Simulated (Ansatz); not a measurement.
Geometry optimisation, Ansatz 0.2.0, RKS PBE-D4/6-31G*.

Input:

```yaml
crystal:
  periodic: [false, false, false]
  atoms:
    - { symbol: B, position_ang: [0.109054, -0.525283, -0.257344] }
    - { symbol: Cl, position_ang: [-0.164154, 0.552422, 2.598281] }
    - { symbol: H, position_ang: [1.104264, 0.145328, -0.320043] }
    - { symbol: H, position_ang: [-0.964831, -0.06961, -0.549936] }
    - { symbol: P, position_ang: [0.209876, -2.2921, 0.442093] }
    - { symbol: H, position_ang: [-0.729119, -3.045726, -0.322977] }
    - { symbol: H, position_ang: [1.429156, -2.816839, -0.080787] }
    - { symbol: H, position_ang: [-0.079047, -0.784492, 2.567114] }
basis:
  gaussian: { orbitals: "6-31G*" }
hamiltonian:
  xc: pbe
  dispersion: d4
relax:
  f_tol: 0.03
  max_steps: 50
output:
  orbitals: {}
```

Run as:

```bash
$ ansatz run input.yaml --threads 1 --pin off --max-ram 2048MiB --backend cpu --events-out ev --progress --plain --runs-dir out
```

Problem. Where does it end, and by what steps?

Solution. It converged. The force dipped under the threshold on the way, but the program's further checks kept it going. After 18 steps the energy has fallen by 0.114 eV; Cl2 moved furthest, 1.63 Å.

| step | energy less start (eV) | largest force component (eV/Å) | accepted |
| --- | --- | --- | --- |
| 0 | 0.0000 | 0.789 | yes |
| 1 | 0.0055 | 1.105 | no |
| 2 | -0.0148 | 0.429 | yes |
| 3 | -0.0228 | 0.589 | yes |
| 4 | -0.0403 | 0.168 | yes |
| 5 | -0.0341 | 0.643 | no |
| 6 | -0.0438 | 0.043 | yes |
| 7 | -0.0495 | 0.177 | yes |
| 8 | -0.0563 | 0.155 | yes |
| 9 | -0.0659 | 0.118 | yes |
| 10 | -0.0679 | 0.420 | yes |
| 11 | -0.0824 | 0.282 | yes |
| 12 | -0.0996 | 0.190 | yes |
| 13 | -0.1008 | 0.253 | yes |
| 14 | -0.1098 | 0.176 | yes |
| 15 | -0.1128 | 0.027 | yes |
| 16 | -0.1133 | 0.136 | yes |
| 17 | -0.1137 | 0.091 | yes |
| 18 | -0.1143 | 0.028 | yes |

```xyz
8
Properties=species:S:1:pos:R:3
B 0.171 -0.520 -0.953
Cl -0.205 -0.453 3.879
H 1.201 0.005 -1.277
H -0.878 -0.200 -1.443
P 0.168 -1.680 0.512
H -0.824 -2.671 0.282
H 1.357 -2.456 0.457
H -0.075 -0.861 2.620
```

Whether the end is a true minimum wasn't checked by a vibrational analysis.

The run took 38 s on 1 thread of Arm Neoverse V1, with other jobs on the host, peak memory 0.12 GiB.
